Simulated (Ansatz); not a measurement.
# CH6SSi: the cost of one run

All numbers below are computed with Ansatz 0.2.0 (RKS PBE-D4/def2-SVP).

### 1 The system as given

Bond lengths: C1–Si2 1.776 Å, Si2–S3 2.137 Å, C1–H4 1.053 Å, C1–H5 1.120 Å, C1–H6 1.143 Å, Si2–H7 1.514 Å, Si2–H8 1.465 Å, S3–H9 1.370 Å. Angles: C1–Si2–S3 109.3°, C1–Si2–H7 111.1°, C1–Si2–H8 111.7°, S3–Si2–H7 108.6°, S3–Si2–H8 109.0°, H7–Si2–H8 107.1°, Si2–C1–H4 113.5°, Si2–C1–H5 114.8°, Si2–C1–H6 114.4°, H4–C1–H5 104.6°, H4–C1–H6 103.6°, H5–C1–H6 104.6°, Si2–S3–H9 97.5°.

Coordinates:

```xyz
9

C    -0.6720    0.7557   -0.7880
Si    0.4442   -0.3857   -0.0100
S    -0.0510   -0.5573    2.0617
H    -1.6834    0.4738   -0.7095
H    -0.5041    0.9037   -1.8851
H    -0.6525    1.8103   -0.3478
H     1.8767    0.0892   -0.1256
H     0.3799   -1.7132   -0.6269
H     0.9507   -1.4228    2.4141
```

### 2 Relaxing end A

The input, input.yaml:

```yaml
crystal:
  periodic: [false, false, false]
  atoms:
    - { symbol: C, position_ang: [-0.672, 0.7557, -0.788] }
    - { symbol: Si, position_ang: [0.4442, -0.3857, -0.01] }
    - { symbol: S, position_ang: [-0.051, -0.5573, 2.0617] }
    - { symbol: H, position_ang: [-1.6834, 0.4738, -0.7095] }
    - { symbol: H, position_ang: [-0.5041, 0.9037, -1.8851] }
    - { symbol: H, position_ang: [-0.6525, 1.8103, -0.3478] }
    - { symbol: H, position_ang: [1.8767, 0.0892, -0.1256] }
    - { symbol: H, position_ang: [0.3799, -1.7132, -0.6269] }
    - { symbol: H, position_ang: [0.9507, -1.4228, 2.4141] }
basis:
  gaussian: { orbitals: def2-SVP }
hamiltonian:
  xc: pbe
  dispersion: d4
relax:
  f_tol: 0.015
  max_steps: 40
output:
  orbitals: {}
```

Run with:

```
ansatz run input.yaml --threads 1 --pin off --max-ram 2048MiB --backend cpu --events-out ev --progress --plain --runs-dir out
```

What time and memory should one allow on 1 thread of Arm Neoverse N1, shared host?

About 21 s, with a peak of 0.12 GiB.
